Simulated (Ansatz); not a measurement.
**Molecular dynamics of BF2H**

Input:

```yaml
crystal:
  periodic: [false, false, false]
  atoms:
    - { symbol: B, position_ang: [-0.327999, 4.0e-06, 0.341632] }
    - { symbol: H, position_ang: [0.871038, 8.0e-06, 1.025979] }
    - { symbol: F, position_ang: [1.493826, -1.0e-05, 0.06542] }
    - { symbol: F, position_ang: [-0.913165, -2.0e-06, -0.78423] }
basis:
  gaussian: { orbitals: def2-SVP }
hamiltonian:
  xc: b3lyp
  dispersion: d4
md:
  timestep: 0.5
  n_steps: 200
  ensemble: nve
  temperature: 300.0
  initial_velocities: maxwell_boltzmann
  seed: 7336
```

Command:

```bash
$ ansatz run input.yaml --threads 1 --pin off --max-ram 2048MiB --backend cpu --events-out ev --progress --plain --runs-dir out
```

It starts at the highest image of a converged band. Of that band: Neighbouring images differ by up to 1.9 eV, so the band resolves the path poorly. A vibrational analysis at the climbing image gives one clearly imaginary mode, 1227i cm⁻¹: a first-order saddle point.

Output, in part (step lines, the closing report, with atoms numbered from 0):

```
md step     0: t =     0.00 fs  T =   300.0 K  F+E_penalty+E_count = -6120.11455813 eV  E_kin = 0.077556 eV  conserved = -6120.03700213 eV  (23 SCF iters)
md step     1: t =     0.50 fs  T =   301.1 K  F+E_penalty+E_count = -6120.11484261 eV  E_kin = 0.077843 eV  conserved = -6120.03699983 eV  (28 SCF iters)
md step     2: t =     1.00 fs  T =   303.7 K  F+E_penalty+E_count = -6120.11549533 eV  E_kin = 0.078503 eV  conserved = -6120.03699257 eV  (28 SCF iters)
md step     3: t =     1.50 fs  T =   308.1 K  F+E_penalty+E_count = -6120.11663982 eV  E_kin = 0.079658 eV  conserved = -6120.03698137 eV  (28 SCF iters)
md step     4: t =     2.00 fs  T =   315.2 K  F+E_penalty+E_count = -6120.11846433 eV  E_kin = 0.081497 eV  conserved = -6120.03696760 eV  (27 SCF iters)
md step     5: t =     2.50 fs  T =   325.9 K  F+E_penalty+E_count = -6120.12120127 eV  E_kin = 0.084248 eV  conserved = -6120.03695287 eV  (28 SCF iters)
md step     6: t =     3.00 fs  T =   341.0 K  F+E_penalty+E_count = -6120.12510182 eV  E_kin = 0.088162 eV  conserved = -6120.03693957 eV  (27 SCF iters)
md step     7: t =     3.50 fs  T =   361.6 K  F+E_penalty+E_count = -6120.13040380 eV  E_kin = 0.093474 eV  conserved = -6120.03693017 eV  (28 SCF iters)
[... lines left out ...]
Total energy: -6120.39022326 eV, -224.9201921552 hartree
Atom 0 at    -2.059394    -0.002328     0.063218 Å, force    -0.654383    -0.000503     0.311792 eV/Å
Atom 1 at     2.874667    -0.022302    -0.766465 Å, force     0.746885    -0.039713    -1.149801 eV/Å
Atom 2 at     2.383463     0.003877    -0.008879 Å, force    -0.791463     0.039643     1.147682 eV/Å
Atom 3 at    -0.923953    -0.001379    -0.456413 Å, force     0.698961     0.000572    -0.309673 eV/Å
Dipole moment:     0.462257    -0.010579    -0.423190 e Å
```

The steps, from the saved trajectory:

```tsv
time (fs)	T (K)	potential energy less start (eV)	conserved less start (meV/atom)
0.0	300	0.000	0.00
3.0	341	-0.011	0.02
6.0	554	-0.066	-0.01
9.0	842	-0.140	0.02
12.0	1295	-0.258	-0.12
15.0	1481	-0.305	0.01
18.0	1682	-0.357	-0.01
21.0	1841	-0.399	-0.14
24.0	1882	-0.409	-0.03
27.0	1920	-0.419	0.07
30.0	1938	-0.424	-0.06
33.0	1963	-0.430	-0.13
36.0	1903	-0.414	0.01
39.0	1813	-0.391	0.04
42.0	1837	-0.398	-0.15
45.0	1802	-0.389	-0.13
48.0	1713	-0.365	0.04
51.0	1726	-0.369	-0.02
54.0	1718	-0.367	-0.14
57.0	1647	-0.348	-0.04
60.0	1585	-0.332	0.08
63.0	1554	-0.324	-0.03
66.0	1556	-0.325	-0.15
69.0	1506	-0.312	-0.04
72.0	1463	-0.300	0.05
75.0	1519	-0.316	-0.12
78.0	1506	-0.312	-0.15
81.0	1423	-0.290	0.02
84.0	1420	-0.289	0.04
87.0	1427	-0.292	-0.10
90.0	1393	-0.283	-0.09
93.0	1357	-0.273	0.06
96.0	1371	-0.277	0.01
99.0	1428	-0.292	-0.16
```

All steps were run. The conserved energy stayed within 0.17 meV per atom of its start (net change -0.014 meV per atom), so the integration is sound. The kinetic energy rose, since the run started high on the potential surface and went downhill. It ends in pieces (BF + FH), so much of that is their flight and rotation, not heat. A run of 0.1 ps of so small a system gives no equilibrium averages. The orbitals stay closed-shell, which can raise the energy where a bond breaks towards radicals; this wasn't checked here.

Between its relaxed ends the band would form H2–F3 and break B1–H2, B1–F3. These pairs go: H2–F3 1.14 → 0.90 Å, B1–H2 1.38 → 5.00 Å, B1–F3 1.84 → 4.44 Å. In the last frame they stand as after the step (other bonds may differ from the relaxed reactants and products). It ends as BF + FH. Pairs count as bonded within 1.25 times the sum of covalent radii (0.12 Å more for H–H).

Last frame:

```xyz
4
Properties=species:S:1:pos:R:3
B -2.059 -0.002 0.063
H 2.875 -0.022 -0.766
F 2.384 0.004 -0.009
F -0.924 -0.001 -0.456
```

The run took 2.5 min on 1 thread of Arm Neoverse V1, on a shared host, peak memory 0.089 GiB.
